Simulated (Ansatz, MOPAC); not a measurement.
Stepwise substitution at one centre (B Cl-I). Gas-phase values, no solvent. Strings in code marks are SMILES.

Quantity: redistribution energy (mixed species minus the weighted end members), in eV. Semi-empirical values (MOPAC) are differences of heats of formation.

Level 1: frozen-core MP2/def2-TZVPP // CAM-B3LYP-D3(BJ)/def2-TZVP (Ansatz, a first-principles code)
Level 2: PM3 // CAM-B3LYP-D3(BJ)/def2-TZVP (MOPAC)
Level 3: PM6 // CAM-B3LYP-D3(BJ)/def2-TZVP (MOPAC)
Level 4: PM7 // CAM-B3LYP-D3(BJ)/def2-TZVP (MOPAC)

```csv
species,level 2,level 3,level 4
1 of 3 Cl replaced by I: `ClB(Cl)I`,-0.033,0.234,-0.099
2 of 3 Cl replaced by I: `ClB(I)I`,-0.032,0.225,-0.101
```

Q: What does level 1 give for each?

A: 
- 1 of 3 Cl replaced by I: `ClB(Cl)I`: 0.043
- 2 of 3 Cl replaced by I: `ClB(I)I`: 0.045
